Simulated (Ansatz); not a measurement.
Geometry optimisation, Ansatz, RKS PBE-D4/6-31G*.

Input:

```yaml
crystal:
  periodic: [false, false, false]
  atoms:
    - { symbol: Al, position_ang: [-0.058342, -0.464743, -0.536717] }
    - { symbol: C, position_ang: [-0.040006, -0.255788, 2.620151] }
    - { symbol: H, position_ang: [-1.018798, -0.256102, 3.123111] }
    - { symbol: H, position_ang: [0.744364, -0.604381, 3.309947] }
    - { symbol: H, position_ang: [0.20182, 0.770166, 2.294444] }
    - { symbol: H, position_ang: [1.366915, 0.181779, -0.888784] }
    - { symbol: H, position_ang: [-1.416514, 0.338459, -0.829606] }
    - { symbol: H, position_ang: [-0.126675, -1.886908, 0.129702] }
    - { symbol: H, position_ang: [-0.080964, -0.96618, 1.763452] }
basis:
  gaussian: { orbitals: "6-31G*" }
hamiltonian:
  xc: pbe
  dispersion: d4
relax:
  f_tol: 0.03
  max_steps: 50
```

Command:

```bash
$ ansatz run input.yaml --threads 1 --pin off --max-ram 2048MiB --backend cpu --events-out ev --progress --plain --runs-dir out
```

Task: Where does it end, and by what steps?

Result: The forces met the threshold. After 7 steps the energy has fallen by 0.173 eV; H8 moved furthest, 0.51 Å.

| step | energy less start (eV) | largest force component (eV/Å) | accepted |
| --- | --- | --- | --- |
| 0 | 0.0000 | 0.565 | yes |
| 1 | -0.0775 | 0.169 | yes |
| 2 | -0.1006 | 0.333 | yes |
| 3 | -0.1419 | 0.212 | yes |
| 4 | -0.1600 | 0.302 | yes |
| 5 | -0.1702 | 0.112 | yes |
| 6 | -0.1725 | 0.058 | yes |
| 7 | -0.1734 | 0.023 | yes |

```xyz
9
Properties=species:S:1:pos:R:3
Al -0.049 -0.482 -0.304
C -0.048 -0.235 2.483
H -1.000 -0.069 3.005
H 0.779 -0.369 3.195
H 0.175 0.650 1.860
H 1.378 0.239 -0.442
H -1.398 0.382 -0.378
H -0.130 -2.086 -0.335
H -0.135 -1.176 1.901
```

Whether the end is a true minimum wasn't checked by a vibrational analysis.

Time of the run: 12 s on 1 thread of Arm Neoverse V1, with other jobs on the host, peak memory 0.1 GiB.
